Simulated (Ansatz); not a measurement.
**CH6B2 (SMILES BBC): Born-Oppenheimer dynamics**

Aim: follow the atoms for 60 steps of 0.75 fs with a Nosé-Hoover thermostat, with velocities drawn for 100 K.

Method: BLYP-D4/6-31G; program: Ansatz 0.2.0, Gaussian basis.

**1. The system as given**

SMILES `BBC`, 9 atoms, charge 0, spin multiplicity 1.

Atoms are counted from 1 here; the program's logs count them from 0.

Bond lengths: B1–B2 1.624 Å, B1–H4 1.174 Å, B1–H5 1.174 Å, B2–C3 1.584 Å, B2–H6 1.180 Å, C3–H7 1.090 Å, C3–H8 1.087 Å, C3–H9 1.089 Å. Angles: B2–B1–H4 122.9°, B2–B1–H5 122.8°, H4–B1–H5 114.4°, B1–B2–C3 124.9°, B1–B2–H6 121.1°, C3–B2–H6 114.1°, B2–C3–H7 108.8°, B2–C3–H8 115.1°, B2–C3–H9 111.3°, H7–C3–H8 107.5°, H7–C3–H9 105.8°, H8–C3–H9 108.0°.

Coordinates:

```mol
CH6B2
  3D, bonds by distance, orders not assigned

  9  8  0  0  0  0  0  0  0  0999 V2000
   -0.6395    0.8152   -1.2194 B   0  0
   -0.2652    0.4147    0.3089 B   0  0
    0.6329   -0.8216    0.7273 C   0  0
   -1.5898    0.4023   -1.7715 H   0  0
    0.0053    1.5611   -1.8572 H   0  0
   -0.6740    1.0428    1.2206 H   0  0
    0.0119   -1.5424    1.2599 H   0  0
    1.1075   -1.3467   -0.0981 H   0  0
    1.4110   -0.5254    1.4295 H   0  0
  1  2  8  0
  1  4  8  0
  1  5  8  0
  2  3  8  0
  2  6  8  0
  3  7  8  0
  3  8  8  0
  3  9  8  0
M  END
```

**2. Dynamics**

md/in.yaml

```yaml
crystal:
  periodic: [false, false, false]
  atoms:
    - {symbol: B, position_ang: [-0.639480, 0.815160, -1.219410]}
    - {symbol: B, position_ang: [-0.265240, 0.414730, 0.308890]}
    - {symbol: C, position_ang: [0.632890, -0.821550, 0.727280]}
    - {symbol: H, position_ang: [-1.589800, 0.402260, -1.771490]}
    - {symbol: H, position_ang: [0.005340, 1.561130, -1.857170]}
    - {symbol: H, position_ang: [-0.674030, 1.042820, 1.220550]}
    - {symbol: H, position_ang: [0.011880, -1.542440, 1.259930]}
    - {symbol: H, position_ang: [1.107460, -1.346710, -0.098120]}
    - {symbol: H, position_ang: [1.410980, -0.525410, 1.429530]}
basis:
  gaussian: {orbitals: 6-31G}
hamiltonian: {xc: {name: BLYP}, dispersion: d4}
md: {n_steps: 60, timestep: 0.75, temperature: 100, ensemble: nvt_nose_hoover, seed: 357, initial_velocities: maxwell_boltzmann}
```

Run with:

```
ansatz run in.yaml --threads 2 --pin off --events-out ev --progress --plain --max-ram 3481MiB
```

Q: Predict the outcome of this session. Wanted: temperature at the start; mean temperature, second half; lowest and highest potential energy, from the first frame; largest change of potential + kinetic.

**Answer**, as computed:

```
                                                 quantity              value
                                                   length  60 steps, 45.0 fs
                                 temperature at the start              100 K
                            mean temperature, second half               84 K
lowest and highest potential energy, from the first frame     -45 and 57 meV
                    largest change of potential + kinetic            2.2 meV
```

The thermostat trades energy with the molecule, so the sum of potential and kinetic energy isn't conserved: it changes by +2 meV over the run. The mean temperature of the second half is still well below the 100 K set. The temperature runs between 37 and 148 K. The bonding pattern stays as it was.
